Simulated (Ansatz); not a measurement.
Compare A (`CC1C=CC=C1`) with its isomer B (`C=C1C=CCC1`).

Gas-phase electronic energies from Ansatz, PBE0-D4/def2-TZVP geometries. CCSD(T)/CBS is the MP2 limit (def2-TZVPP, def2-QZVPP) plus CCSD(T) − MP2 in def2-TZVPP, frozen cores. DFT in def2-TZVPP.

A:

Z-matrix (Å, degrees):
```
C
C 1 1.527
H 1 1.092 2 110.9
H 1 1.092 2 110.4 3 -120.0
H 1 1.092 2 110.9 3 120.0
C 2 1.497 1 114.3 3 178.9
C 2 1.497 1 114.3 3 61.1
H 2 1.102 1 108.3 3 -60.0
C 6 1.341 2 109.6 1 -124.8
H 6 1.082 2 123.6 1 55.1
C 7 1.341 2 109.6 1 124.8
H 7 1.082 2 123.5 1 -55.1
H 9 1.082 6 126.2 2 -179.7
H 11 1.083 7 126.2 2 179.7
```

B:

```xyz
14

C     0.6902    2.0013    0.5362
C     0.2428    0.8094    0.1412
C    -0.4248    0.5126   -1.1168
C    -0.7467   -0.7799   -1.2048
C    -0.3312   -1.5517    0.0094
C     0.3308   -0.4921    0.9115
H     1.1791    2.1374    1.4941
H     0.5787    2.8776   -0.0920
H    -0.6242    1.2641   -1.8713
H    -1.2503   -1.2394   -2.0472
H    -1.1920   -2.0287    0.4904
H     0.3558   -2.3636   -0.2521
H     1.3718   -0.7413    1.1284
H    -0.1799   -0.4056    1.8729
```

(1) Which isomer does CCSD(T)/CBS put lower? Give the gap. (An estimate is asked.)

(2) Give E(B) − E(A) in kcal/mol with LDA (SPW92), BLYP-D4, CCSD(T)/def2-SVP, r2SCAN-D4, PBE-D4, PBE0-D4, CCSD(T)/def2-TZVPP. (An estimate is asked.)

(3) Does the order hold for the free energy at 298.15 K (harmonic terms from PBE0-D4)? (Estimate.)

Largest T1 diagnostic: 0.011.

Results:

(1) Computed: B, by 0.1 kcal/mol. So small a gap doesn't settle the order.

(2) Ansatz gave: LDA (SPW92) -0.7, BLYP-D4 -1.9, CCSD(T)/def2-SVP 0.2, r2SCAN-D4 -1.4, PBE-D4 -1.3, PBE0-D4 -1.1, CCSD(T)/def2-TZVPP -0.3. The order is the other way round with CCSD(T)/def2-SVP.

(3) Computed: Yes: G(B) − G(A) = -0.8 kcal/mol. Modes under 60 cm⁻¹, often nearly free rotors, make the harmonic entropy too high.

In def2-TZVPP, CCSD(T) changes the Hartree–Fock value by +2.3 kcal/mol (the triples alone add +0.4 kcal/mol) and MP2 by +3.9 kcal/mol. Leaving LDA and LC-ωPBE aside and taking each functional with its dispersion term where it has one, the values, not all of them listed here, spread over 1.7 kcal/mol, from BLYP-D4 to PBE-QIDH. LDA lies +0.8 kcal/mol from PBE without D4.
